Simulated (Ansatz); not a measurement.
Relaxation of C3H5ClOS (11 atoms, charge 0, multiplicity 1), to a largest force component of 0.015 eV/Å in at most 40 steps.

Level of theory: RKS CAM-B3LYP/def2-SVP (Ansatz 0.2.0).

```xyz
11
Properties=species:S:1:pos:R:3
O -1.472 -1.217 -0.030
C -0.368 -0.661 -0.702
C 0.414 0.185 0.239
S 1.004 -0.549 1.762
C 0.835 1.441 0.010
Cl 0.480 2.376 -1.381
H -1.994 -0.403 0.290
H 0.269 -1.492 -1.057
H -0.701 -0.095 -1.543
H 0.188 -1.674 1.685
H 1.411 2.032 0.748
```

Task: Where does it end, and by what steps?

Result: The forces met the threshold. After 9 steps the energy has fallen by 0.233 eV; H10 moved furthest, 0.30 Å.

```
step  energy less start (eV)  largest force component (eV/Å)  accepted
   0                  0.0000                           2.028       yes
   1                 -0.1703                           0.845       yes
   2                 -0.2162                           0.358       yes
   3                 -0.2257                           0.183       yes
   4                 -0.2314                           0.109       yes
   5                 -0.2326                           0.038       yes
   6                 -0.2327                           0.042       yes
   7                 -0.2330                           0.015       yes
   8                 -0.2330                           0.018       yes
   9                 -0.2330                           0.008       yes
```

```xyz
11
Properties=species:S:1:pos:R:3
O -1.403 -1.310 -0.013
C -0.369 -0.628 -0.683
C 0.482 0.197 0.253
S 1.053 -0.626 1.716
C 0.871 1.455 0.025
Cl 0.502 2.341 -1.422
H -2.053 -0.659 0.282
H 0.262 -1.404 -1.146
H -0.753 0.017 -1.489
H -0.008 -1.459 1.766
H 1.480 2.020 0.732
```

Time of the run: 47 s on 2 threads of Arm Neoverse V1, on a shared host, peak memory 0.35 GiB.
